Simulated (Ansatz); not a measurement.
# BH6NSi (SMILES NB[SiH3]): one structure at several levels

An exercise on one series of results from a longer session: the logs are not shown, and one member is left open.

Program: Ansatz 0.2.0, Gaussian basis. Level of theory: single points in def2-TZVPP. These are calculated values, not measurements.

Cores are frozen in the correlated methods.

## Starting geometry

SMILES `NB[SiH3]`, 9 atoms, charge 0, spin multiplicity 1.

Atoms are counted from 1 here; the program's logs count them from 0.

Bond lengths: N1–B2 1.405 Å, N1–H4 1.027 Å, N1–H5 0.986 Å, B2–Si3 2.036 Å, B2–H6 1.344 Å, Si3–H7 1.516 Å, Si3–H8 1.494 Å, Si3–H9 1.508 Å. Angles: B2–N1–H4 109.9°, B2–N1–H5 131.3°, H4–N1–H5 109.4°, N1–B2–Si3 116.7°, N1–B2–H6 112.7°, Si3–B2–H6 130.3°, B2–Si3–H7 116.6°, B2–Si3–H8 102.3°, B2–Si3–H9 119.9°, H7–Si3–H8 116.2°, H7–Si3–H9 97.8°, H8–Si3–H9 104.2°.

Coordinates:

```xyz
9

N    -0.82124    0.77795   -1.17301
B    -0.00867    0.87250   -0.03013
Si    0.59396   -0.88077    0.81108
H    -1.16766   -0.18352   -1.27714
H    -1.47657    1.40559   -1.55876
H     0.34512    2.13847    0.25061
H     0.07495   -2.15302    0.17123
H     2.07927   -0.72070    0.84940
H     0.21942   -1.19967    2.23641
```

The first run:

File run/in.yaml:

```yaml
crystal:
  periodic: [false, false, false]
  atoms:
    - {symbol: N, position_ang: [-0.821237, 0.777952, -1.173007]}
    - {symbol: B, position_ang: [-0.008666, 0.872505, -0.030126]}
    - {symbol: Si, position_ang: [0.593956, -0.880772, 0.811077]}
    - {symbol: H, position_ang: [-1.167658, -0.183524, -1.277137]}
    - {symbol: H, position_ang: [-1.476568, 1.405591, -1.558763]}
    - {symbol: H, position_ang: [0.345118, 2.138469, 0.250615]}
    - {symbol: H, position_ang: [0.074949, -2.153019, 0.171228]}
    - {symbol: H, position_ang: [2.079274, -0.720701, 0.849395]}
    - {symbol: H, position_ang: [0.219423, -1.199668, 2.236412]}
basis:
  gaussian: {orbitals: def2-TZVPP}
hamiltonian: {xc: pbe, dispersion: d4}
output: {forces: true}
```

Command:

```
> ansatz run in.yaml --threads 2 --pin off --events-out ev --progress --plain --max-ram 3481MiB
```

Among the steps run: PBE-D4/def2-TZVPP; r2SCAN-D4/def2-TZVPP; PBE0-D4/def2-TZVPP; wB97M-V/def2-TZVPP; CCSD(T)/def2-TZVPP.

One of the session's tables, all rows but one given; the rest of the session is left out.

| method | RMS force component (eV/Å) | angle to CCSD(T) forces (°) | dipole (D) |
| --- | --- | --- | --- |
| PBE-D4 | 0.899 | 11.0 | 2.42 |
| r2SCAN-D4 | 0.936 | 5.1 | 2.38 |
| PBE0-D4 | 0.950 | 6.9 | 2.35 |
| wB97M-V | ? | ? | ? |
| CCSD(T) | 0.959 | reference | 2.38 |

Estimate the missing values for wB97M-V.

**Answer.** RMS force component (eV/Å): 0.970; angle to CCSD(T) forces (°): 5.0; dipole (D): 2.37. In the column «RMS force component (eV/Å)» it is the highest.

Limits of these values: The reference is not at the basis limit: in triple zeta CCSD(T) underbinds, which counts against methods that bind more; the gaps are no ranking.
